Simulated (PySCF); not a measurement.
**SnH2⁻, doublet: vertical spin and charge gaps**

Geometry (PBE0/def2-TZVPD stationary point for this spin, not checked as a minimum):

| atom | x (Å) | y (Å) | z (Å) |
| --- | --- | --- | --- |
| Sn | 0.0000 | -0.0211 | 0.0000 |
| H | 0.0000 | 1.2419 | -1.2881 |
| H | 0.0000 | 1.2419 | 1.2881 |

Basis def2-SVPD with its core potentials; PySCF 2.14.0. Correlated methods freeze the noble-gas cores and the filled d shells of p-block atoms. R marks a restricted (for open shells ROHF) determinant. No spin–orbit coupling is included; scalar relativity enters through the core potentials alone.

Gaps are energies of the second state less the first, at fixed atoms, for a selection of the levels run; mean-field and cluster levels share one orbital occupation for each state, and full CI takes the lowest of the symmetries tried.

The highest occupied Kohn–Sham level of the anion is positive, up to +1.77 eV, so in those functionals the extra electron is held by the basis alone, which enters their differences from the reference.

Removing an electron, to the triplet: 2.284 eV at RCCSDT.

```tsv
level	gap (eV)	error (meV)
RHF	1.577	-707
RMP2	2.211	-73
RCCSD	2.262	-22
RCCSD(T)	2.284	0
PBE	2.526	242
r2SCAN	2.533	249
PBE0	2.534	250
B3LYP	2.672	388
wB97M-V	2.552	268
B2PLYP	2.479	195
```

In so small a basis the reference is far from its limit while semilocal and hybrid functionals are nearer theirs (RPA and double hybrids share part of the reference's basis error), so the functionals' errors here hold much of the reference's basis and frozen-core error, which can add to them or hide them.

Full CI isn't at hand for all of this; RCCSDT serves as the reference. It lacks quadruple excitations.
